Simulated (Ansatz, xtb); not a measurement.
## Relative energy of two structures of ClHSi2

Structure X is a triplet given by its coordinates and structure Y is a triplet given by its coordinates. Both are isolated molecules in the gas phase, relaxed with r2SCAN-D4/def2-SVP.

X (Å):

```yaml
atoms:
  - { symbol: Cl, position_ang: [-4.1206, -1.3224, -1.2069] }
  - { symbol: Si, position_ang: [-0.5929, -0.4055, -1.3543] }
  - { symbol: Si, position_ang: [-2.7289, 0.1344, -0.6582] }
  - { symbol: H, position_ang: [0.0533, 0.8515, -0.7783] }
```

Close contacts (Å): Cl1–Si3 2.09, Si2–Si3 2.31, Si2–H4 1.53.

Y (Å):

```xyz
4

Cl   -0.1953   -1.3070   -0.9411
Si   -4.0059   -0.6546   -0.5580
Si   -1.8646   -0.0716   -1.0363
H    -1.3023    1.2451   -1.4843
```

Close contacts (Å): Cl1–Si3 2.08, Si2–Si3 2.27, Si3–H4 1.50.

Which of the two would you expect CCSD(T)/def2-TZVPP electronic energies to favour?

Structure Y; the calculation gives E(Y) − E(X) = −1.35 kcal/mol.

Level by level:

| level | geometry | E(Y) − E(X) (kcal/mol) | departure from the last row (kcal/mol) | job, with rough time for the two |
| --- | --- | --- | --- | --- |
| r2SCAN-D4/def2-SVP | r2SCAN-D4/def2-SVP | −0.58 | +0.77 | optimisation, 71 s |
| HF/def2-TZVPP | r2SCAN-D4/def2-SVP | −7.43 | −6.08 | part of the CCSD(T) run |
| MP2/def2-TZVPP | r2SCAN-D4/def2-SVP | −2.72 | −1.37 | part of the CCSD(T) run |
| CCSD(T)/def2-TZVPP | r2SCAN-D4/def2-SVP | −1.35 |  | single point, 86 s |

The levels shown agree on the order. The largest departure from CCSD(T)/def2-TZVPP is that of HF/def2-TZVPP, 6.08 kcal/mol. Levels run at GFN2-xTB geometries aren't shown. The triplet state of X needn't be its ground state.

With harmonic frequencies from r2SCAN-D4/def2-SVP (ideal gas, rigid rotor, one conformer each, 298.15 K, 1 atm): the zero-point term adds +0.55 kcal/mol; ΔH is −0.89 and ΔG −0.72 kcal/mol.

Open shells are spin-unrestricted. The correlated steps freeze 15 core orbitals. Run with Ansatz 0.2.0; the last row on 1 thread of Intel(R) Xeon(R) Platinum 8375C CPU @ 2.90GHz (Ice Lake) on a shared host.
